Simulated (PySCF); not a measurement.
## Bonding in `C/C=C/C`

Species: C₄H₈.
Atom-mapped SMILES: `[CH3:1]/[CH:2]=[CH:3]/[CH3:4]` (hydrogens: H5, H6, H7 on C1; H8 on C2; H9 on C3; H10, H11, H12 on C4)

Structure used (PBE0-D3(BJ)/def2-SVP), in Å, numbered top down from 1:
```
atom  x, y, z in Å
C1     1.963    0.063   -0.094
C2     0.508    0.116   -0.423
C3    -0.489   -0.122    0.434
C4    -1.944   -0.078    0.102
H5     2.481   -0.709   -0.689
H6     2.130   -0.161    0.970
H7     2.462    1.019   -0.325
H8     0.251    0.371   -1.461
H9    -0.232   -0.374    1.472
H10   -2.481    0.639    0.746
H11   -2.421   -1.059    0.263
H12   -2.112    0.213   -0.945
```

Bond orders from the PBE0/pcSseg-1 density (PySCF). Isolated species at its PBE0-D3(BJ)/def2-SVP geometry, gas phase.

Q: How far do the computed orders between heavy atoms stray from the drawn ones?

A: The largest departure is 0.098, at C2–C3 (drawn double, 1.902).

Q: Set the Mayer orders of the bonds between heavy atoms beside their lengths.

A: 
```
 bond  drawn as  length (Å)  Mayer order
C1–C2    single       1.493        1.060
C2–C3    double       1.336        1.902
C3–C4    single       1.493        1.060
```

By pair of heavy elements: C–C: lowest C1–C2 and C3–C4 (1.060, 1.493 Å), highest C2–C3 (1.902, 1.336 Å). Bonds named together lie within 0.004.

Q: And the bonds to hydrogen?

A: C–H: 0.95 to 0.97 (8 bonds).

Q: Sum the orders of all bonds at each heavy atom with more than one neighbour and set the sums beside the valence in the SMILES.

A: C1 3.933 (drawn 4), C2 3.916 (drawn 4), C3 3.916 (drawn 4), C4 3.933 (drawn 4). Orders between atoms that aren't bonded are not in these sums.

The Mayer order sums products of elements of PS (density times overlap matrix) between the two atoms' basis functions, so it depends on the basis set.
